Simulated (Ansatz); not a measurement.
# CH₆N₂: ionisation energy by level of theory

One table from this session's results is given with a row withheld; the runs are named, their logs left out.

Computed with Ansatz 0.2.0, Gaussian basis. Level: unrestricted cation, the program's frozen cores in correlated methods.

Plan: UKS PBE-D4/def2-TZVPP; UKS r2SCAN-D4/def2-TZVPP; UKS PBE0-D4/def2-TZVPP; UKS B3LYP-D4/def2-TZVPP; UKS wB97X-V/def2-TZVPP; UKS wB97M-V/def2-TZVPP; UKS B2PLYP/def2-TZVPP; UHF-MP2/def2-TZVPP; then −ε(HOMO) from the neutral's earlier runs with LDA (SPW92), PBE-D4, revPBE-D4, BLYP-D4, r2SCAN-D4, B97M-V, PBE0-D4, B3LYP-D4, r2SCANh-D4, r2SCAN0-D4, HSE06-D4, BHLYP-D4, CAM-B3LYP-D4, LC-ωPBE, ωB97X-V, ωB97M-V.

2 further runs of the same task are left out: 2 that didn't finish.

## The relaxed structure

All runs share one geometry, relaxed beforehand with PBE0-D4 in a triple-zeta def2 set.

SMILES `CNN`, 9 atoms, charge 0, spin multiplicity 1.

Atoms are counted from 1 here; the program's logs count them from 0.

Bond lengths: C1–N2 1.445 Å, C1–H4 1.102 Å, C1–H5 1.093 Å, C1–H6 1.091 Å, N2–N3 1.412 Å, N2–H7 1.015 Å, N3–H8 1.017 Å, N3–H9 1.011 Å. Angles: N2–C1–H4 114.0°, N2–C1–H5 108.8°, N2–C1–H6 109.0°, H4–C1–H5 108.3°, H4–C1–H6 107.9°, H5–C1–H6 108.7°, C1–N2–N3 110.6°, C1–N2–H7 109.7°, N3–N2–H7 111.5°, N2–N3–H8 112.5°, N2–N3–H9 108.7°, H8–N3–H9 108.7°.

Geometry (Å):

```xyz
9
CH6N2
C    -0.6323    0.7728   -0.4169
N     0.6170    0.1744   -0.0070
N     0.3869   -0.8781    0.9052
H    -1.3394    0.0637   -0.8770
H    -0.4232    1.5664   -1.1385
H    -1.1189    1.2130    0.4547
H     1.1265   -0.1468   -0.8243
H     0.1649   -1.7551    0.4396
H     1.2185   -1.0103    1.4642
```

The first run:

Contents of in.yaml:

```yaml
crystal:
  periodic: [false, false, false]
  atoms:
    - {symbol: C, position_ang: [-0.632308, 0.772791, -0.416871]}
    - {symbol: N, position_ang: [0.616988, 0.174418, -0.006988]}
    - {symbol: N, position_ang: [0.386884, -0.878083, 0.905207]}
    - {symbol: H, position_ang: [-1.339369, 0.063677, -0.877033]}
    - {symbol: H, position_ang: [-0.423176, 1.566384, -1.138530]}
    - {symbol: H, position_ang: [-1.118893, 1.213020, 0.454665]}
    - {symbol: H, position_ang: [1.126463, -0.146830, -0.824267]}
    - {symbol: H, position_ang: [0.164905, -1.755105, 0.439583]}
    - {symbol: H, position_ang: [1.218506, -1.010262, 1.464234]}
basis:
  gaussian: {orbitals: def2-TZVPP}
total_charge: 1
magnetization: {spin_polarized: true, initial_magnetization: 1}
hamiltonian: {xc: pbe, dispersion: d4}
```

Among the steps run: Cation, UKS PBE-D4/def2-TZVPP; Cation, UKS r2SCAN-D4/def2-TZVPP; Cation, UKS PBE0-D4/def2-TZVPP; Cation, UKS B3LYP-D4/def2-TZVPP; Cation, UKS wB97X-V/def2-TZVPP; Cation, UKS wB97M-V/def2-TZVPP; Cation, UKS B2PLYP (frozen core)/def2-TZVPP; Cation, UHF-MP2/def2-TZVPP.

One table of the session follows, with a row left open; its other results are not shown here.

It belongs to the step «Ionisation energies side by side». Orbital estimates, from the neutral's runs:

| functional | −ε(HOMO) (eV) |
| --- | --- |
| LDA (SPW92) | 5.15 |
| PBE-D4 | 5.08 |
| revPBE-D4 | 5.05 |
| BLYP-D4 | 5.01 |
| r2SCAN-D4 | 5.37 |
| B97M-V | 5.56 |
| PBE0-D4 | 6.57 |
| B3LYP-D4 | 6.36 |
| r2SCANh-D4 | 5.93 |
| r2SCAN0-D4 | ? |
| HSE06-D4 | 6.17 |
| BHLYP-D4 | 8.03 |
| CAM-B3LYP-D4 | 8.04 |
| LC-ωPBE | 9.39 |
| ωB97X-V | 9.06 |
| ωB97M-V | 8.98 |

**Question.** Estimate the row for r2SCAN0-D4.

Worked estimate for «−ε(HOMO) (eV)». Against the share of exact exchange, r2SCAN-D4 (0, 5.37), r2SCANh-D4 (0.1, 5.93) give a slope of 5.60 per unit share; at 0.25 the line stands at 6.77.

**Answer.** −ε(HOMO) (eV): 6.77. In «−ε(HOMO) (eV)» the line misses by 0.00.
